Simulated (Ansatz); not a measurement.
1T (CdI2-type) PtSe2, treated with LDA in Ansatz (PAW).

Settings: plane-wave cutoff 520 eV, 12×12×8 k mesh (along the axes of the cell as run), Fermi–Dirac smearing 0.01 eV, scalar-relativistic PAW data made under PBE.

Cell (relaxed at this level):

```cif
data_PtSe2
_chemical_formula_sum 'Pt1 Se2'
_space_group_name_H-M_alt 'P 1'
_space_group_IT_number 1
_cell_length_a 3.74147
_cell_length_b 3.74147
_cell_length_c 4.76189
_cell_angle_alpha 90.000
_cell_angle_beta 90.000
_cell_angle_gamma 120.000
loop_
_space_group_symop_operation_xyz
  'x, y, z'
loop_
_atom_site_label
_atom_site_type_symbol
_atom_site_fract_x
_atom_site_fract_y
_atom_site_fract_z
_atom_site_occupancy
Pt1 Pt 0.00000 0.00000 0.00000 1
Se1 Se 0.33333 0.66667 0.26458 1
Se2 Se 0.66667 0.33333 0.73542 1
```

**Question.** Give the computed bulk modulus and pressure derivative B′ of the bulk modulus.

**Answer.** 
- bulk modulus = 64.5 GPa
- pressure derivative B′ of the bulk modulus = 12.3

The run finds no gap.

Note: the bulk modulus comes from volumes at which shape and atoms were relaxed.

Spin–orbit coupling is not included; it can open a gap where bands touch, and shift volumes and moduli.

The result took about 6 core-minutes (a rough figure).

Ansatz is a first-principles code.
